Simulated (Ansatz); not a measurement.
**Extrapolating CCSD(T) to the basis-set limit: Cl2 (chlorine)**

Cl2: 2 atoms, total charge 0, spin state singlet. SMILES: `ClCl`. The coordinates come from a PBE0-D4/def2-TZVP relaxation.

| atom | x (Å) | y (Å) | z (Å) |
| --- | --- | --- | --- |
| Cl | 0.8457 | -0.2816 | 0.4336 |
| Cl | -0.8457 | 0.2816 | -0.4336 |

CCSD(T) energies, 10 core orbitals frozen (Ansatz 0.2.0):

| basis | X | functions | Hartree–Fock (Eh) | correlation (Eh) |
| --- | --- | --- | --- | --- |
| cc-pVDZ | 2 | 36 | -918.960716 | -0.301856 |
| cc-pVTZ | 3 | 68 | -918.998772 | -0.427382 |
| cc-pVQZ | 4 | 118 | -919.007412 | -0.468137 |

The correlation energy converges as X⁻³, the Hartree–Fock energy about exponentially.

**Question.** Extrapolate to the complete basis.

**Answer.** 
1. Correlation: E(∞) = (4³ E(4) − 3³ E(3))/(4³ − 3³) = (64 × (-0.468137) − 27 × (-0.427382))/37 = -0.497877 Eh.
2. Hartree–Fock: successive steps shrink by 0.227; summing the geometric tail gives -919.007412 + (-0.008640) × 0.227/(1 − 0.227) = -919.009950 Eh.
3. Total: -919.009950 + (-0.497877) = -919.507827 Eh.
4. cc-pVQZ holds 94.0 % of the extrapolated correlation energy, cc-pVTZ 85.8 %.

This is an estimate of the method's limit, not an exact energy.
